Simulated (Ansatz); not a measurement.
Results of RPBE (Ansatz, a first-principles code, plane waves, PAW) for chalcopyrite CuGaSe₂.

Settings: plane-wave cutoff 520 eV, 8×8×8 k mesh, Fermi–Dirac smearing 0.01 eV, no spin polarisation, scalar-relativistic PAW data made under PBE.

Cell (measured lattice):

```
CuGaSe2
1.0
    2.80955    -2.80955     5.51300
   -2.80955     2.80955     5.51300
   -2.80955    -2.80955    -5.51300
Ga Cu Se
2 2 4
Cartesian
  0.00000   0.00000   5.51300
 -2.80955   0.00000   2.75650
  0.00000   0.00000   0.00000
  0.00000  -2.80955   2.75650
 -1.40129  -1.40477   6.89125
 -1.40478   1.40129   4.13475
 -1.40826  -1.40477   1.37825
 -1.40477  -4.21084  -1.37825
```

Task: What does this level give for the band gap?

Result: 
- band gap: 0.33 eV (direct)

Measured, for comparison: band gap 1.67 eV (temperature not stated, not corrected to a static lattice, direct or pseudo-direct at Γ; as tabulated in Ghosh et al. (2024), arXiv:2401.16805).

Note: cell and atoms aren't relaxed at this level (largest force component 0.36 eV/Å, pressure 5.1 GPa).

Spin–orbit coupling is not included.

The result took very roughly 5 core-minutes.
